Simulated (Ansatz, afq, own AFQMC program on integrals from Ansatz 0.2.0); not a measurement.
**Where AFQMC and coupled cluster stand for RuH, sextet**

```csv
atom,x (Å),y (Å),z (Å)
Ru,0.0000,0.0000,0.0000
H,0.0000,0.0000,2.1730
```

Basis def2-TZVP with its core potentials. Noble-gas cores (and the filled d shells of Ga–Kr and In–Xe) are frozen. AFQMC by an in-house program on the Cholesky factors that Ansatz 0.2.0 writes for its CCSD(T) run. The CISD trial takes its coefficients from CCSD amplitudes. Released means that phaseless walkers are propagated on without the constraint, phases kept. Free AFQMC starts from the CCSD state and is never constrained. Its projection time is finite, and what remains of the start isn't in its error. ± is one standard error of the sampling. No spin–orbit coupling. The metal's outer-core s and p shells are frozen, which shifts wave-function levels against functionals.

Determinant: UHF, the one that the program's search chose, which needn't be the lowest solution. The geometry is a point of a scan.

No full CI on the walks' own integrals is used here; CCSDT(Q) serves as the reference and is uncertain by about the last step of the cluster series.

Cautions: no spin-orbit coupling; outer-core shells of the metal frozen; lower spins were not checked; higher spins were not checked; raised T1 diagnostic (T1 0.042, weight of the determinant 0.90, largest double 0.05); the released energies get too noisy after the second time (errors over twice the walk's own, or jumping), so no released level is given (meV from the phaseless value at times in 1/Eh: -7 ± 11 at 0.60, -27 ± 15 at 1.20, -36 ± 25 at 2.00, -12 ± 20 at 3.00, -43 ± 25 at 4.20).

* T1 diagnostic: 0.0424
* weight of the determinant in the CISD state: 0.900
* ⟨S²⟩ of the determinant: 8.755
* size of the correlated space: 9 electrons in 42 orbitals

Reference: CCSDT(Q), correlation energy -4.185 eV.

```
        level  E − E(reference) (kJ/mol)  share of correlation (%)
           HF                      403.8                      0.00
          MP2                       59.0                     85.40
         CCSD                       10.8                     97.32
      CCSD(T)                        2.4                     99.40
        CCSDT                        0.4                     99.91
  ph-AFQMC/HF                  3.4 ± 2.8                     99.16
ph-AFQMC/CISD                  3.2 ± 0.6                     99.21
   free AFQMC                 -1.1 ± 1.4                    100.27
```

Free projections are given only where their last times agree within the noise and don't stop above the reference; a slow remainder of the start can still hide under it. A walk keeps the symmetry of its determinant, which the program's search chose and which needn't be the lowest solution, so a lower state of the same spin and another symmetry isn't excluded.
